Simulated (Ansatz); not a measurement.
# [BH₂···H···BH₂], doublet in cc-pVDZ: errors against UCCSDT(Q)

Geometry: a point of a hydrogen-transfer path between rigid fragments, not a stationary point.

```yaml
atoms:
  - { symbol: B, position_ang: [-1.5102, 0.0000, 0.0000] }
  - { symbol: H, position_ang: [-2.1069, 1.0336, 0.0000] }
  - { symbol: H, position_ang: [-2.1069, -1.0336, 0.0000] }
  - { symbol: H, position_ang: [-0.3167, 0.0000, 0.0000] }
  - { symbol: B, position_ang: [1.5488, 0.0000, 0.0000] }
  - { symbol: H, position_ang: [2.0579, 0.0000, 1.0770] }
  - { symbol: H, position_ang: [2.0579, 0.0000, -1.0770] }
```

Basis cc-pVDZ; Ansatz 0.2.0. Correlated methods freeze the noble-gas cores, which leaves 11 electrons in 51 orbitals. R marks a restricted (for open shells ROHF) determinant, U an unrestricted one. Active spaces: frontier = (9e, 9o) about the gap; pair = (3e, 3o) about the gap.

Full CI isn't at hand for all of this; UCCSDT(Q) serves as the reference, and is uncertain by about the last step of the cluster series. The frozen core follows each run's orbitals, which can shift R against U totals by a few meV.

For open shells CISD is restricted-active-space CI with the open shells as a complete middle space.

* UHF ⟨S²⟩: 0.758
* T1 diagnostic (RCCSD): 0.0142
* largest doubles amplitude (RCCSD): 0.035
* T1 diagnostic (UCCSD): 0.0090

| level | E − E(RHF) (eV) |
| --- | --- |
| UHF | -0.0744 |
| RMP2 | -4.5674 |
| UMP2 | -4.5699 |
| RCCSD | -5.7770 |
| UCCSD | -5.7779 |
| RCCSD(T) | -5.8695 |
| UCCSD(T) | -5.8693 |

(1) Estimate how far UCCSDT(Q) in cc-pVDZ lies from RCCSD(T). The table doesn't fix it; the size of (T) and the diagnostics are the guide.

(1) UCCSDT(Q) in cc-pVDZ lies 26 meV below RCCSD(T), which is 28 % of the (T) step (-92 meV). The diagnostics give no warning, yet the rest is a sizeable part of (T).

The other levels:

| level | E − E(UCCSDT(Q)) (meV) | share of correlation (%) | wall time |
| --- | --- | --- | --- |
| CISD | 525 | 91.09 | 3.1 s |
| BCCD(T) | 26 | 99.56 | 5.5 s |
| RCCSDT | 3 | 99.96 | – |
| UCCSDT | 2 | 99.96 | – |
| RCCSDT(Q) | 0 | 100.00 | 76 s |
| CASSCF (pair space) | 5528 | 6.23 | – |
| NEVPT2 (pair space) | 1350 | 77.09 | 1.6 s |
| MRCISD (pair space) | 480 | 91.86 | – |
| MRCISD+Q (pair space) | 16 | 99.73 | 1.8 s |
| CASSCF (frontier space) | 4320 | 26.71 | – |
| NEVPT2 (frontier space) | 1349 | 77.12 | 13 s |

The correlation energy at UCCSDT(Q), counted from RHF, is -5.895 eV. That run took 65 s on 1 thread of Arm Neoverse V2, shared host.

Times hold each run's SCF and search for its determinant on a shared host, so for small cases they say little of a method's own cost; they ran on 1 thread of Arm Neoverse V2.
